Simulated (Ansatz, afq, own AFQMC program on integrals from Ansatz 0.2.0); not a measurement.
Integrals from Ansatz 0.2.0, then the random walk in our own AFQMC program (afq).

```yaml
crystal:
  periodic: [false, false, false]
  atoms:
    - {symbol: In, position_ang: [0.000000, -0.018113, 0.009530]}
    - {symbol: H, position_ang: [0.000000, 2.333726, -0.059458]}
    - {symbol: H, position_ang: [0.000000, -0.222778, -2.703762]}
    - {symbol: H, position_ang: [0.000000, -0.047659, 1.677652]}
basis:
  gaussian: {orbitals: def2-SVP}
total_charge: 1
magnetization: {spin_polarized: true, initial_magnetization: 1}
correlation: {method: ccsd_t, electrons: outside_noble_gas, hamiltonian_folder: ham}
```

```sh
$ ansatz run in.yaml --threads 1 --pin off --events-out ev --progress --plain --max-ram 24576MiB --backend cuda --devices 0, --max-vram 18GiB
```

Options of the walk:

```
--method phaseless --trial cisd --walkers 4000 --populations 20 --least-time 60 --time-step 0.005 --steps-per-block 50 --equilibration-blocks 40 --max-blocks 4000 --target-error 0.00027 --factor-cut 1e-05 --start spin_pure --seed 809 --release-times 0.24,0.51,0.99,1.62,2.4 --release-step 0.03 --release-every 3 --taylor-order 6
```

Times are imaginary, in 1/Eh. The walk had a cap of 122 s. With eight or more populations the least sampling time is a fifth of least-time, and the error comes from their spread. Filled inner d shells are frozen with the cores. Core potentials past Kr, no spin–orbit coupling.

afq prints:

```
orbitals 32  electrons 3 2  factors 244 of 492
reference energy -190.52169995 Eh
CCSD correlation -0.05392051 Eh in 25 cycles, weight of the determinant in the CISD state 0.7957
energy of the start -190.569507 Eh
 block  time / (1/Eh)  mean weight  energy / Eh
     1     0.250  1.0000  -190.571967
     2     0.500  1.0001  -190.573602
     3     0.750  1.0001  -190.574671
     4     1.000  1.0001  -190.575533
     5     1.250  1.0000  -190.576209
    10     2.500  1.0000  -190.577723
    17     4.250  1.0001  -190.578462
    19     4.750  1.0000  -190.578826
    29     7.250  1.0000  -190.579063
    39     9.750  1.0000  -190.579007
    49    12.250  1.0000  -190.578908
    59    14.750  0.9998  -190.579207
    69    17.250  1.0001  -190.579199
    79    19.750  1.0001  -190.578911
    89    22.250  1.0001  -190.579515
error from the spread of 20 populations
released: time / (1/Eh)  energy / Eh  error  mean overlap
  0.24  -190.579132  0.000051  0.9994
  0.51  -190.579229  0.000043  0.9991
  0.99  -190.579152  0.000121  0.9975
  1.62  -190.579368  0.000041  0.9975
  2.40  -190.579444  0.000039  0.9986
energy -190.579046 +/- 0.000039 Eh
(rows thinned)
```

The run passed its tests (sampling time, drift between the halves within three errors, error under three times the target), which doesn't prove that it has relaxed.

Against this walk (error 1.1 meV) on the same determinant: CCSD(T) 39.5 meV higher, CCSDT(Q) 22.0 meV lower, CCSDTQ 23.2 meV lower, full CI 23.3 meV lower. The error is statistical and leaves out the bias of the constraint. The determinant has ⟨S²⟩ = 1.49, so the low cluster orders mix in higher spin, while the walk starts as a pure doublet. The released energies are still falling (meV from the phaseless value at times in 1/Eh: -2.3 ± 1.4 at 0.24, -5.0 ± 1.2 at 0.51, -3 ± 3 at 0.99, -8.8 ± 1.1 at 1.62, -10.8 ± 1.0 at 2.40), so they give no level; they do show a bias of the constraint, and the last of them that isn't too noisy lies 12 meV above full CI. Full CI is exact here, so the walk's 23 meV above it is the walk's own error: the bias of the constraint with this trial. The determinant is a poor start (see the cautions), so the low cluster orders aren't to be relied on, and full CI is the sure value.

Cautions: constraint bias not in the error; no spin-orbit coupling; inner d shell frozen; strong correlation (T1 0.084, weight of the determinant 0.80, largest double 0.22); unrestricted determinant spin contaminated (⟨S²⟩ 1.49 against 0.75).

The walk took 46 s on 1 × NVIDIA H100 80GB HBM3 with 2 threads of AMD EPYC 7R13 Processor (Zen 3) (shared host) (the card was shared). The log's last line is the phaseless energy.

CCSDT and higher add their correlation energy to the determinant of the CCSD(T) run, since their own runs factorise the integrals more tightly (a shift of under 2 meV). A walk keeps the symmetry of its determinant, which the program's search chose and which needn't be the lowest solution, so a lower state of the same spin and another symmetry isn't excluded.
